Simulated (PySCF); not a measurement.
# LiH⁻ at other levels of theory

What do other methods print for LiH⁻?

Computed with PySCF 2.14.0. Level: each script names its method and basis.

1 further run of the same task is left out (it didn't finish).

## 1. Where the work starts

LiH⁻: 2 atoms, charge -1, spin multiplicity 2.

Bond lengths: Li1–H2 1.705 Å.

## 2. Base script

input.py

```python
from pyscf import gto, scf

mol = gto.M(
    atom='Li 0 0 0; H 0 0 1.705',
    basis='jorge-tzp-dkh',
    charge=-1,
    spin=1,
    verbose=3,
)
mf = scf.UHF(mol)
mf = mf.sfx2c1e()
mf.kernel()
mf.dip_moment()
print('orbital energies (hartree):', [e[max(0, n-3):n+3].round(4) for e, n in zip(mf.mo_energy, mol.nelec)])
```

Run with:

```bash
> OMP_NUM_THREADS=1 python input.py
```

## 3. TDA

Variant 1 changes step after the SCF: none → tda; number of roots: none → 5.

input.py, as its differences from that of step 2:

```diff
@@ -1,2 +1,2 @@
-from pyscf import gto, scf
+from pyscf import gto, scf, tdscf
 
@@ -12,2 +12,6 @@
 mf.kernel()
+td = tdscf.TDA(mf)
+td.nstates = 5
+td.kernel()
+td.analyze()
 mf.dip_moment()
```

## 4. ROHF

Variant 2 changes SCF type: UHF → ROHF.

input.py

```python
from pyscf import gto, scf

mol = gto.M(
    atom='Li 0 0 0; H 0 0 1.705',
    basis='jorge-tzp-dkh',
    charge=-1,
    spin=1,
    verbose=3,
)
mf = scf.ROHF(mol)
mf = mf.sfx2c1e()
mf.kernel()
mf.dip_moment()
print('orbital energies (hartree):', mf.mo_energy[..., max(0, mol.nelec[1]-3):mol.nelec[0]+3].round(4))
```

## 5. CCSD

Variant 3 changes step after the SCF: none → ccsd.

input.py, as its differences from that of step 2:

```diff
@@ -1,2 +1,2 @@
-from pyscf import gto, scf
+from pyscf import gto, scf, cc
 
@@ -12,2 +12,4 @@
 mf.kernel()
+mycc = cc.CCSD(mf)
+mycc.kernel()
 mf.dip_moment()
```

## 6. MP2

Variant 4 changes step after the SCF: none → mp2.

input.py, as its differences from that of step 2:

```diff
@@ -1,2 +1,2 @@
-from pyscf import gto, scf
+from pyscf import gto, scf, mp
 
@@ -12,2 +12,3 @@
 mf.kernel()
+mp.MP2(mf).kernel()
 mf.dip_moment()
```

## 7. R2scan (UKS)

Variant 5 changes functional: none (Hartree–Fock) → r2scan; SCF type: UHF → UKS; step after the SCF: none → analyze.

input.py

```python
from pyscf import gto, dft

mol = gto.M(
    atom='Li 0 0 0; H 0 0 1.705',
    basis='jorge-tzp-dkh',
    charge=-1,
    spin=1,
    verbose=3,
)
mf = dft.UKS(mol, xc='r2scan')
mf = mf.sfx2c1e()
mf.kernel()
mf.analyze()
print('orbital energies (hartree):', [e[max(0, n-3):n+3].round(4) for e, n in zip(mf.mo_energy, mol.nelec)])
```

## 8. CASCI (ROHF)

Variant 6 changes step after the SCF: none → casci; SCF type: UHF → ROHF; active space: none → 3 electrons in 4 orbitals.

input.py

```python
from pyscf import gto, scf, mcscf

mol = gto.M(
    atom='Li 0 0 0; H 0 0 1.705',
    basis='jorge-tzp-dkh',
    charge=-1,
    spin=1,
    verbose=3,
)
mf = scf.ROHF(mol)
mf = mf.sfx2c1e()
mf.kernel()
mc = mcscf.CASCI(mf, 4, 3)
mc.kernel()
mc.analyze()
mf.dip_moment()
print('orbital energies (hartree):', mf.mo_energy[..., max(0, mol.nelec[1]-3):mol.nelec[0]+3].round(4))
```

**Question.** What will these runs give? Wanted: for each run, E(SCF); from base; gap, α spin; after the SCF.

**Answer**, as computed:

```csv
run,E(SCF) (hartree),from base (eV),"gap, α spin (eV)",after the SCF
base,-7.991585,0,3.90,n/a
TDA,-7.991585,0.0000,3.90,lowest root found 0.94 eV
ROHF,-7.991549,+0.0010,n/a,n/a
CCSD,-7.991585,0.0000,3.90,CCSD correlation -1.436 eV
MP2,-7.991585,0.0000,3.90,MP2 correlation -1.116 eV
r2scan (UKS),-8.076618,not comparable,1.11,n/a
CASCI (ROHF),-7.991549,+0.0010,n/a,CASCI correlation -0.001 eV
```

On the same reference and core, CCSD gains 1.44 eV in 1.3 s; MP2 reaches 78 % of that in 0.75 s. A lower total energy from another functional means nothing by itself.
